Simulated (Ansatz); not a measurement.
## A basis-limit estimate, worked out

An elementary step of BH$_{4}$ClO, closed shell (BH₂Cl ([BH2][Cl]) + H₂O → BH₃O ([BH2][OH]) + HCl; B–Cl, H–O broken or loosened, B–O, Cl–H formed or tightened). “Start” and “end” are the PBE0-D4/def2-TZVP structures reached by relaxing down either side of its saddle point, with the molecules still in contact.

Ansatz 0.2.0; basis: def2-TZVPP and def2-QZVPP; cores frozen in the correlated methods.

Energies in eV:

| quantity | end | start |
| --- | --- | --- |
| Hartree–Fock, triple zeta (X = 3) | -15278.53541 | -15278.15655 |
| Hartree–Fock, quadruple zeta (X = 4) | -15279.02965 | -15278.63931 |
| MP2 correlation, X = 3 | -15.16565 | -15.48334 |
| MP2 correlation, X = 4 | -16.44067 | -16.77748 |
| CCSD(T) correlation, X = 3 | -16.71186 | -16.97644 |

Work out the step energy at the basis limit: extrapolate Hartree–Fock as E(X) = E∞ + A exp(−7.88 √X) and the MP2 correlation as E(X) = E∞ + B X^−2.97 (the exponents that Neese and Valeev fitted for def2-TZVPP and QZVPP), then add CCSD(T) − MP2 in triple zeta.

Each step is linear, so take the differences first (end − start): Hartree–Fock -0.37886 (X = 3) and -0.39034 (X = 4); MP2 correlation 0.31769 and 0.33681; CCSD(T) correlation 0.26458.
Two points give E∞ = E(4) + w [E(4) − E(3)], with w = 1/(exp(7.88 (2 − √3)) − 1) = 0.1377 for Hartree–Fock and w = 1/((4/3)^2.97 − 1) = 0.7407 for the correlation.
Hartree–Fock: -0.39034 + 0.1377 × (-0.01148) = -0.3919 eV.
MP2 correlation: 0.33681 + 0.7407 × 0.01912 = 0.3510 eV.
CCSD(T) − MP2: 0.26458 − 0.31769 = -0.0531 eV.
Sum: -0.3919 + 0.3510 + (-0.0531) = -0.0940 eV, or -2.17 kcal/mol. Plain CCSD(T) in triple zeta gives -0.1143 eV, so the larger basis shifts the result by 0.0203 eV.

No T1 diagnostic of these runs exceeds 0.013.

The step is the kind of ligand exchange by which a precursor binds to a hydroxyl group, or is hydrolysed, in atomic layer deposition of oxides.

Labels in which every atom is bracketed show which atoms are joined, not bond orders.

For scale, one of the runs: CCSD(T)/def2-TZVPP, 160 basis functions, launched by `ansatz run in.yaml --threads 2 --pin off --events-out ev --progress --plain --max-ram 4352MiB`. Hardware: 2 CPU threads of an Arm Neoverse V1, shared host. Wall time 22 s; peak host memory 1.2 GiB.
